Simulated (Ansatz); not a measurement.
# Which method gave which barrier?

Saddle point of C2H7Al, closed shell (C₂H₄ (C=C) + AlH₃ → C₂H₇Al ([CH3][CH2][AlH2]); bonds formed: Al1–C5, H2–C6; bonds broken: Al1–H2), PBE0-D4/def2-TZVP structure:

```
10
angstrom
Al -0.1802 -0.9990 0.7712
H 0.8429 -1.2555 -0.5120
H -1.5546 -1.7384 0.5047
H 0.6648 -0.9011 2.1066
C -0.4092 1.0087 0.0391
C 0.4678 0.4266 -0.8699
H -0.0226 1.6475 0.8233
H -1.4575 1.1059 -0.2145
H 1.5323 0.6197 -0.8120
H 0.1164 0.0856 -1.8364
```

Computed with Ansatz 0.2.0 (basis: def2-TZVPP, with def2-QZVPP for the basis limit); correlated methods freeze the cores. B3LYP uses VWN-RPA correlation. Extrapolation: Hartree–Fock as exp(−7.88 √X), correlation as X^−2.97. Four methods, as single points on the PBE0-D4 structures, gave these electronic barriers from the start structure: 0.048, 0.450, 0.513, 0.847 eV.

Question: The methods were, in alphabetical order, B3LYP-D4, CCSD(T), HF, SPW92. Which gave which? (A judgement: the text doesn't fix the answer.)

Answer: Computed: SPW92 0.048; B3LYP-D4 0.450; CCSD(T) 0.513; HF 0.847 eV. For comparison, CCSD(T) at an estimated basis limit (MP2 extrapolated from triple and quadruple zeta, plus CCSD(T) − MP2 in triple zeta) gives 0.505 eV.

The T1 diagnostic stays at or below 0.016. The start structure is not quite a true minimum (one mode of 83i cm⁻¹).

Labels in which every atom is bracketed show which atoms are joined, not bond orders.

For scale, one of the runs: CCSD(T)/def2-TZVPP, 202 basis functions, launched by `ansatz run in.yaml --threads 2 --pin off --events-out ev --progress --plain --max-ram 4352MiB`. The run took 43 s on 2 CPU threads of an Arm Neoverse V1 (shared host), with 2.4 GiB of host memory at its peak.
